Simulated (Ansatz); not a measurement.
**NH₅: geometry and frequencies at several levels**

The task here is to estimate one member of a computed series from the others.

Computed with Ansatz 0.2.0 (the levels named in each step, unless a step's input says otherwise).

### The system as given

Bond lengths: N1–H4 1.013 Å, N1–H5 1.011 Å, N1–H6 1.014 Å. Angles: H4–N1–H5 107.9°, H4–N1–H6 107.7°, H5–N1–H6 107.8°.

As a file:

```xyz
6

N     0.1398   -0.0185   -0.1773
H    -1.7444    0.2259    2.2472
H    -1.2597    0.1635    1.6338
H     0.6631    0.8364   -0.3209
H     0.8037   -0.7706   -0.0483
H    -0.3802   -0.2074   -1.0269
```

The first run:

File input.yaml:

```yaml
crystal:
  periodic: [false, false, false]
  atoms:
    - { symbol: "N", position_ang: [0.20312998, -0.02668478, -0.25719261] }
    - { symbol: H, position_ang: [-1.86942917, 0.24243654, 2.4096135] }
    - { symbol: H, position_ang: [-1.40985764, 0.18275422, 1.82077064] }
    - { symbol: H, position_ang: [0.73233122, 0.82180833, -0.41205247] }
    - { symbol: H, position_ang: [0.87381599, -0.77581566, -0.14335342] }
    - { symbol: H, position_ang: [-0.30767038, -0.21536864, -1.11010565] }
basis:
  gaussian: { orbitals: def2-TZVPP }
hamiltonian:
  xc: pbe0
  dispersion: d4
phonons: {}
```

The run is started by

```sh
> ansatz run input.yaml --threads 2 --pin off --max-ram 5120MiB --backend cpu --events-out ev --progress --plain --runs-dir out
```

Steps of the session up to this table: Frequencies, PBE0-D4/def2-TZVPP; Relaxation, PBE-D4/def2-TZVPP; Frequencies, PBE-D4/def2-TZVPP; Relaxation, r2SCAN-D4/def2-TZVPP; Frequencies, r2SCAN-D4/def2-TZVPP; Relaxation, B3LYP-D4/def2-TZVPP; Frequencies, B3LYP-D4/def2-TZVPP; Relaxation, B2PLYP/def2-TZVPP; Frequencies, B2PLYP/def2-TZVPP.

One of the session's tables, all rows but one given; the rest of the session is left out.

It belongs to the step «Geometries side by side». 

| level | N1–H4 (Å) | N1–H5 (Å) | dipole (D) | highest frequency (cm⁻¹) |
| --- | --- | --- | --- | --- |
| PBE0-D4/def2-TZVPP | ? | ? | ? | ? |
| PBE-D4/def2-TZVPP | 1.0216 | 1.0216 | 1.96 | 4226 |
| r2SCAN-D4/def2-TZVPP | 1.0135 | 1.0135 | 1.90 | 4366 |
| B3LYP-D4/def2-TZVPP | 1.0130 | 1.0130 | 1.90 | 4354 |
| B2PLYP/def2-TZVPP | 1.0113 | 1.0113 | 1.87 | 4414 |

Q: Estimate the row for PBE0-D4/def2-TZVPP from the others.

As computed: N1–H4 (Å): 1.0119; N1–H5 (Å): 1.0119; dipole (D): 1.92; highest frequency (cm⁻¹): 4336. In the column «N1–H4 (Å)» it lies between B2PLYP/def2-TZVPP (1.0113) and B3LYP-D4/def2-TZVPP (1.0130).
